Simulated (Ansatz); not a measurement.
The input, for Ansatz 0.2.0:

```yaml
crystal:
  periodic: [false, false, false]
  atoms:
    - {symbol: Al, position_ang: [-0.616249, 0.000000, 1.141195]}
    - {symbol: Al, position_ang: [0.611527, 0.000000, -1.237578]}
    - {symbol: H, position_ang: [0.126410, 0.000000, 2.580071]}
basis:
  gaussian: {orbitals: cc-pVTZ}
magnetization: {spin_polarized: true, initial_magnetization: 1}
correlation: {method: ccsdt_q, electrons: outside_noble_gas}
```

```sh
$ ansatz run in.yaml --threads 4 --pin off --events-out ev --progress --plain --max-ram 10009MiB
```

Log:

```
965 factors; integrals over basis functions are off by at most 1.5e-7 eV
mean field evaluation 1: about -13179.0765 eV, gradient 6.2e0 eV
mean field evaluation 2: about -13179.0793 eV, gradient 6.2e0 eV
mean field evaluation 4: about -13179.8394 eV, gradient 9.7e-1 eV
mean field evaluation 8: about -13179.8645 eV, gradient 9.8e-2 eV
mean field evaluation 16: about -13180.0859 eV, gradient 2.5e-3 eV
mean field evaluation 32: about -13180.2898 eV, gradient 3.0e-2 eV
mean field evaluation 64: about -13179.8640 eV, gradient 1.0e-3 eV
mean field evaluation 96: about -13180.2781 eV, gradient 2.1e-1 eV
mean field evaluation 128: about -13180.0847 eV, gradient 2.1e-1 eV
mean field evaluation 160: about -13180.0857 eV, gradient 1.1e-3 eV
...
cycle  20  -3.94830675 eV  change   -2.5e-5 eV  update   1.6e-5
cycle  21  -3.94830380 eV  change    2.9e-6 eV  update   1.0e-5
cycle  22  -3.94829839 eV  change    5.4e-6 eV  update   7.3e-6
cycle  23  -3.94829414 eV  change    4.3e-6 eV  update   5.1e-6
cycle  24  -3.94829528 eV  change   -1.1e-6 eV  update   3.6e-6
cycle  25  -3.94829879 eV  change   -3.5e-6 eV  update   2.5e-6
cycle  26  -3.94830100 eV  change   -2.2e-6 eV  update   1.8e-6
cycle  27  -3.94830236 eV  change   -1.4e-6 eV  update   1.3e-6
cycle  28  -3.94830298 eV  change   -6.2e-7 eV  update   1.0e-6
cycle  29  -3.94830292 eV  change    6.1e-8 eV  update   6.9e-7
perturbative correction -0.01152813 eV, -0.0004236509 hartree
Total energy: -13184.24372394 eV, -484.5120202534 hartree
```

Ran on 4 threads of Intel Xeon Platinum 8259CL, shared host: 85 s wall, 0.84 GiB peak host memory.
